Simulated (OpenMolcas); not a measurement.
# One shape, several levels: AlNH3O (SMILES [NH2][Al][OH])

Aim: a comparison of 6 runs (UHF/STO-3G, UB3LYP/6-31G*, U-r2SCAN/def2-SVPD, UBLYP/def2-SVPD, UM06-L/def2-SVPD, UPBE/def2-SVPD) of AlNH3O. 

Program for the calculation: OpenMolcas 26.06.

## 1. The system as given

AlNH3O: 6 atoms, total charge 0, spin state doublet. As SMILES, `[NH2][Al][OH]`. Geometry: relaxed at PBE0-D4/def2-TZVP. This is one conformer, not always the lowest.

Bond lengths: N1–Al2 1.769 Å, Al2–O3 1.705 Å, N1–H4 1.009 Å, N1–H5 1.006 Å, O3–H6 0.956 Å. Angles: N1–Al2–O3 116.1°, Al2–N1–H4 124.1°, Al2–N1–H5 125.0°, Al2–O3–H6 122.8°, H4–N1–H5 110.9°.

## 2. Energy and gradient at UHF/STO-3G (run 1)

File calc.input:

```
&GATEWAY
 BasLib
 $CurrDir
 Coord
 6
 angstrom
 N       -0.923900       0.240200      -0.760800
 Al       0.595200       0.601300       0.070700
 O        1.194100      -0.618500       1.101200
 H       -1.434300      -0.623600      -0.657200
 H       -1.394700       0.861600      -1.396800
 H        2.005700      -0.525100       1.596800
 Basis
 STO-3G
 Group
 NoSym

&SEWARD

&SCF
 UHF
 Spin
 2
 Thresholds
 1e-10 1e-07 1e-07 1e-05
 PrOrbitals
 1 1

&ALASKA
```

The basis set STO-3G is read from a file made from the Basis Set Exchange's data (not shown).

The run is started by

```console
export MOLCAS_MEM=1860
pymolcas calc.input > calc.log
```

The program printed:

```text
--- Start Module: gateway ---
[...]
--- Stop Module: gateway /rc=_RC_ALL_IS_WELL_ ---
[...]
      Basis functions           22
[...]
--- Start Module: scf ---
[...]
       Convergence after  14 Iterations
[...]
::    Total SCF energy                               -368.3308079110
[...]
      Total spin, S                                     0.5025591127
[...]
      Total electronic charge=   31.000000
      Total            charge=   -0.000000
[...]
      Dipole Moment (debye):
      Origin of the operator (angstrom)=    0.3565    0.1567    0.1401
                   X=  1.2453E+00               Y=  2.1727E+00               Z= -2.8650E-01           Total=  2.5206E+00
      Quadrupole Moment (debye*angstrom):
[...]
--- Stop Module: scf /rc=_RC_ALL_IS_WELL_ ---
--- Start Module: alaska ---
[...]
 *              Molecular gradients               *
 **************************************************
  Irreducible representation: a
 ------------------------------------------------------------------------------------------
                              X                       Y                       Z
 ------------------------------------------------------------------------------------------
  N1               -3.23123792687010E-02    4.08756773579938E-03   -2.37581367714039E-02
  AL2              -5.50035839973972E-03   -3.76094453987008E-03   -1.74555491599415E-03
  O3                5.09346347175907E-02    1.46653807509765E-02    2.65613517473211E-02
  H4                9.50216332768816E-03    6.51741012126461E-03    3.00459449830716E-03
  H5                6.99904891822611E-03   -4.14084325902664E-03    6.82585299319260E-03
  H6               -2.96231092950383E-02   -1.73685708091608E-02   -1.08881075514387E-02
 ------------------------------------------------------------------------------------------
--- Stop Module: alaska /rc=_RC_ALL_IS_WELL_ ---
[...]
```

Wall time 1.8 s (1 thread of Arm Neoverse V2, shared host); peak memory 0.37 GiB.

## 3. Energy and gradient at UB3LYP/6-31G(d) (spherical functions) (run 2)

File test.input:

```
* AlH3NO Kohn-Sham DFT
>>> EXPORT MOLCAS_PRINT=2

&GATEWAY
 BasLib = $CurrDir
 BasisSet
 N.6-31Gs....
 N1 -0.923900 0.240200 -0.760800 angstrom
 End of Basis
 BasisSet
 Al.6-31Gs....
 Al2 0.595200 0.601300 0.070700 angstrom
 End of Basis
 BasisSet
 O.6-31Gs....
 O3 1.194100 -0.618500 1.101200 angstrom
 End of Basis
 BasisSet
 H.6-31Gs....
 H4 -1.434300 -0.623600 -0.657200 angstrom
 H5 -1.394700 0.861600 -1.396800 angstrom
 H6 2.005700 -0.525100 1.596800 angstrom
 End of Basis

&SEWARD
 GridInput
 Grid=UltraFine
 End of Grid

&SCF
 UHF
 Spin = 2
 KSDFT = B3LYP
 Thresholds = 1e-10 1e-07 1e-07 1e-05
 PrOrbitals = 1 2

&ALASKA
```

The basis set 6-31G* is read from a file made from the Basis Set Exchange's data (not shown).

The run is started by

```console
export MOLCAS_MEM=1860
pymolcas test.input > test.log
```

The program printed:

```text
--- Start Module: gateway ---
[...]
--- Stop Module: gateway /rc=_RC_ALL_IS_WELL_ ---
[...]
      Basis functions           52
[...]
--- Start Module: scf ---
[...]
       Convergence after  16 Iterations
[...]
::    Total KS-DFT energy                            -374.2429349037
[...]
      Total spin, S                                     0.5007724825
[...]
      Total electronic charge=   31.000000
      Total            charge=   -0.000000
[...]
      Dipole Moment (debye):
      Origin of the operator (angstrom)=    0.3565    0.1567    0.1401
                   X=  1.1070E-01               Y=  6.9629E-01               Z= -2.8507E-01           Total=  7.6049E-01
      Quadrupole Moment (debye*angstrom):
[...]
--- Stop Module: scf /rc=_RC_ALL_IS_WELL_ ---
[...]
--- Start Module: alaska ---
[...]
 *              Molecular gradients               *
 **************************************************
  Irreducible representation: a
 ------------------------------------------------------------------------------------------
                              X                       Y                       Z
 ------------------------------------------------------------------------------------------
  N1                2.31113074358191E-03    9.94538627805963E-05    1.49725669759704E-03
  AL2              -3.96670020436574E-03   -8.47583987074252E-03    1.71446858194768E-03
  O3                4.17508890599816E-03    8.65907221543161E-03   -1.66942953404892E-03
  H4                2.54828902190152E-03    4.46441225160932E-03   -5.95684272601926E-04
  H5                2.36776972579422E-03   -3.13625415622587E-03    3.20425784461298E-03
  H6               -7.43557819287366E-03   -1.61084430288130E-03   -4.15086931751807E-03
 ------------------------------------------------------------------------------------------
--- Stop Module: alaska /rc=_RC_ALL_IS_WELL_ ---
[...]
```

Wall time 19 s (1 thread of Arm Neoverse V2, shared host); peak memory 0.38 GiB.

## 4. The energy at U-r2SCAN/def2-SVPD (run 3)

File job.input:

```
>>> EXPORT MOLCAS_PRINT=2

&GATEWAY
 BasLib = $CurrDir
 BasisSet
 N.def2-SVPD....
 N1 -0.923900 0.240200 -0.760800 angstrom
 End of Basis
 BasisSet
 Al.def2-SVPD....
 Al2 0.595200 0.601300 0.070700 angstrom
 End of Basis
 BasisSet
 O.def2-SVPD....
 O3 1.194100 -0.618500 1.101200 angstrom
 End of Basis
 BasisSet
 H.def2-SVPD....
 H4 -1.434300 -0.623600 -0.657200 angstrom
 H5 -1.394700 0.861600 -1.396800 angstrom
 H6 2.005700 -0.525100 1.596800 angstrom
 End of Basis

&SEWARD
 GridInput
 Grid=UltraFine
 End of Grid

&SCF
 UHF
 Spin = 2
 KSDFT = 2
 1.0 MGGA_X_R2SCAN
 1.0 MGGA_C_R2SCAN
 Thresholds = 1e-10 1e-07 1e-07 1e-05
 PrOrbitals = 1 1
```

The basis set def2-SVPD is read from a file made from the Basis Set Exchange's data (not shown).

The run is started by

```console
export MOLCAS_MEM=1860
pymolcas job.input > job.log
```

The program printed:

```text
--- Start Module: gateway ---
[...]
--- Stop Module: gateway /rc=_RC_ALL_IS_WELL_ ---
--- Start Module: seward ---
[...]
      Basis functions           91
--- Stop Module: seward /rc=_RC_ALL_IS_WELL_ ---
[...]
--- Start Module: scf ---
[...]
       Convergence after  16 Iterations
[...]
::    Total KS-DFT energy                            -374.0048118326
[...]
      Total spin, S                                     0.5014921868
[...]
      Total electronic charge=   31.000000
      Total            charge=   -0.000000
[...]
      Dipole Moment (debye):
      Origin of the operator (angstrom)=    0.3565    0.1567    0.1401
                   X=  7.6898E-02               Y=  6.7067E-01               Z= -2.9449E-01           Total=  7.3650E-01
      Quadrupole Moment (debye*angstrom):
[...]
--- Stop Module: scf /rc=_RC_ALL_IS_WELL_ ---
[...]
```

It took 58 s on 1 thread of Arm Neoverse V2, shared host; peak memory 0.5 GiB.

Runs 4 to 5 aren't shown in full; the table further down has their settings and results.

## 5. Energy and forces at UPBE/def2-SVPD (run 6)

File mol.xyz:

```xyz
6

N     -0.923900     0.240200    -0.760800
Al     0.595200     0.601300     0.070700
O      1.194100    -0.618500     1.101200
H     -1.434300    -0.623600    -0.657200
H     -1.394700     0.861600    -1.396800
H      2.005700    -0.525100     1.596800
```

File mol.inp:

```
>>> EXPORT MOLCAS_PRINT=2
&gateway
baslib
$CurrDir
coord
mol.xyz
basis
def2-SVPD
group
NoSym
&seward
gridinput
Grid=UltraFine
End of Grid
&scf
uhf
spin
2
ksdft
PBE
thresholds
1e-10 1e-07 1e-07 1e-05
prorbitals
0
&alaska
```

The basis set def2-SVPD is read from a file made from the Basis Set Exchange's data (not shown).

The run is started by

```console
export MOLCAS_MEM=1860
pymolcas mol.inp > mol.log
```

The program printed:

```text
--- Start Module: gateway ---
[...]
--- Stop Module: gateway /rc=_RC_ALL_IS_WELL_ ---
[...]
      Basis functions           91
[...]
--- Start Module: scf ---
[...]
       Convergence after  15 Iterations
[...]
::    Total KS-DFT energy                            -373.8149467478
[...]
      Total spin, S                                     0.5009533347
[...]
      Total electronic charge=   31.000000
      Total            charge=   -0.000000
[...]
      Dipole Moment (debye):
      Origin of the operator (angstrom)=    0.3565    0.1567    0.1401
                   X=  5.0816E-02               Y=  6.3978E-01               Z= -2.9603E-01           Total=  7.0678E-01
      Quadrupole Moment (debye*angstrom):
[...]
--- Stop Module: scf /rc=_RC_ALL_IS_WELL_ ---
[...]
--- Start Module: alaska ---
[...]
 *              Molecular gradients               *
 **************************************************
  Irreducible representation: a
 ------------------------------------------------------------------------------------------
                              X                       Y                       Z
 ------------------------------------------------------------------------------------------
  N1               -5.42292394523192E-04   -2.73819151301646E-04   -2.21916407454725E-04
  AL2              -3.22270160602667E-03   -1.68289061595690E-02    6.52188420736621E-03
  O3                2.85751741227847E-03    1.37277212473954E-02   -5.16692416472875E-03
  H4                6.20669347504776E-03    1.02766763053008E-02   -1.14278467898110E-03
  H5                5.44746916825201E-03   -7.22990338036889E-03    7.37931699126637E-03
  H6               -1.07466860550129E-02    3.28231138617352E-04   -7.36957594748144E-03
 ------------------------------------------------------------------------------------------
--- Stop Module: alaska /rc=_RC_ALL_IS_WELL_ ---
[...]
```

Wall time 40 s (1 thread of Arm Neoverse V2, shared host); peak memory 0.5 GiB.

## 6. All runs side by side

| run | level | integration grid | task | energy (Eh) | dipole moment (D) | HOMO energy (eV) | LUMO energy (eV) | wall time |
| --- | --- | --- | --- | --- | --- | --- | --- | --- |
| 1 | UHF/STO-3G | – | gradient | -368.330808 | 2.52 | -4.58 | 7.76 | 1.8 s |
| 2 | UB3LYP/6-31G* (spherical functions) | UltraFine | gradient | -374.242935 | 0.76 | -5.25 | -2.42 | 19 s |
| 3 | U-r2SCAN/def2-SVPD | UltraFine | energy | -374.004812 | 0.74 | -4.98 | -2.65 | 58 s |
| 4 | UBLYP/def2-SVPD | UltraFine | gradient | -374.071380 | 0.80 | -4.54 | -3.14 | 40 s |
| 5 | UM06-L/def2-SVPD | UltraFine | energy | -374.068564 | 0.67 | -4.78 | -3.81 | 64 s |
| 6 | UPBE/def2-SVPD | UltraFine | gradient | -373.814947 | 0.71 | -4.72 | -3.11 | 40 s |

## 7. Summary of results

```
                                 quantity          value
                      run 6: total energy  -373.81495 Eh
                     run 6: dipole moment         0.71 D
run 6: HOMO energy (highest over α and β)       -4.72 eV
 run 6: LUMO energy (lowest over α and β)       -3.11 eV
                              run 6: ⟨S²⟩          0.752
          run 6: largest force on an atom     0.943 eV/Å
```

The dipole moment (its size) runs from 0.67 D (UM06-L/def2-SVPD) to 2.52 D (UHF/STO-3G). The two ends differ in method and basis. Totals of different functionals can't be ranked against each other. In run 1 the basis is minimal, so the values are rough. All runs together took 3.7 min, the longest 64 s.
